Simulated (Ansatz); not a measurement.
# SiNH3 (singlet): from Hartree-Fock to the top rungs at distance Si1–H3 = 1.872 Å, cc-pVDZ

Aim: climb from Hartree-Fock through coupled cluster and multireference methods for SiNH3 (singlet) at one geometry and basis, and see what each rung misses.

Computed with Ansatz 0.2.0, Gaussian basis. Level: cc-pVDZ, core rule «outside noble gas», up to 6 orbitals frozen.

The runs, in order: UHF; CCSD(T) on RHF; BCCD(T) on RHF; CISD; CCSDT(Q) on RHF; CASSCF and MRCISD+Q, 2 electrons in 2 orbitals; CASSCF and NEVPT2, 2 electrons in 2 orbitals.

27 further runs of the same task are left out: 2 for a known fault of the program, 17 that didn't finish, 8 set aside as unsound or not needed.

## 1. The system

The geometry derives from a PBE0/def2-TZVP stationary point (not a proven minimum). One bond is set to the value named and the two fragments are kept rigid.

5 atoms, charge 0, spin multiplicity 1.

Atoms are counted from 1 here; the program's logs count them from 0.

Bond lengths: Si1–N2 1.707 Å, N2–H4 1.008 Å, N2–H5 1.008 Å. Angles: Si1–N2–H4 126.3°, Si1–N2–H5 121.7°, H4–N2–H5 112.0°.

Geometry (Å):

```mol
H3NSi
  3D, bonds by distance, orders not assigned

  5  3  0  0  0  0  0  0  0  0999 V2000
    0.0000   -0.0886    0.6235 Si  0  0
    0.0000    0.0419   -1.0786 N   0  0
    0.0000    1.7629    0.8995 H   0  0
    0.0000    0.8977   -1.6112 H   0  0
    0.0000   -0.7732   -1.6721 H   0  0
  1  2  8  0
  2  4  8  0
  2  5  8  0
M  END
```

## 2. UHF

Contents of in.yaml:

```yaml
crystal:
  periodic: [false, false, false]
  atoms:
    - {symbol: Si, position_ang: [0.000000, -0.088632, 0.623452]}
    - {symbol: N, position_ang: [0.000000, 0.041898, -1.078578]}
    - {symbol: H, position_ang: [0.000000, 1.762896, 0.899548]}
    - {symbol: H, position_ang: [0.000000, 0.897690, -1.611209]}
    - {symbol: H, position_ang: [0.000000, -0.773173, -1.672070]}
basis:
  gaussian: {orbitals: cc-pVDZ}
magnetization: {spin_polarized: true, initial_magnetization: 0}
hamiltonian: {xc: hf}
output: {orbitals: {seedname: orbitals}}
```

The run is started by

```
$ ansatz run in.yaml --threads 1 --pin off --events-out ev --progress --plain --max-ram 2393MiB
```

The runs that follow: CCSD(T) on RHF; BCCD(T) on RHF; CISD; CCSDT(Q) on RHF; CASSCF and MRCISD+Q, 2 electrons in 2 orbitals; CASSCF and NEVPT2, 2 electrons in 2 orbitals.

**Question.** What will the summary of the whole plan be? Wanted: RCCSDT(Q) below the RHF energy; RMP2 from RCCSDT(Q); RCCSD from RCCSDT(Q); RCCSD(T) from RCCSDT(Q); NEVPT2 pair from RCCSDT(Q); MRCISD+Q pair from RCCSDT(Q); T1 diagnostic.

As calculated:

| quantity | value |
| --- | --- |
| RCCSDT(Q) below the RHF energy | -8.2558 eV |
| RMP2 from RCCSDT(Q) | +26.05 kcal/mol |
| RCCSD from RCCSDT(Q) | +6.38 kcal/mol |
| RCCSD(T) from RCCSDT(Q) | +1.02 kcal/mol |
| NEVPT2 pair from RCCSDT(Q) | +24.15 kcal/mol |
| MRCISD+Q pair from RCCSDT(Q) | +3.01 kcal/mol |
| levels within 1 kcal/mol (43 meV) | BCCD(T), RCCSDT |
| T1 diagnostic | 0.019 |

In words: RCCSD(T) misses by +1.02 kcal/mol, 0.5 % of the correlation energy. Of the multireference levels listed MRCISD+Q pair comes nearest in total energy (+3.01 kcal/mol), which doesn't show that its space is the better one. These misses are within one basis, not against nature.
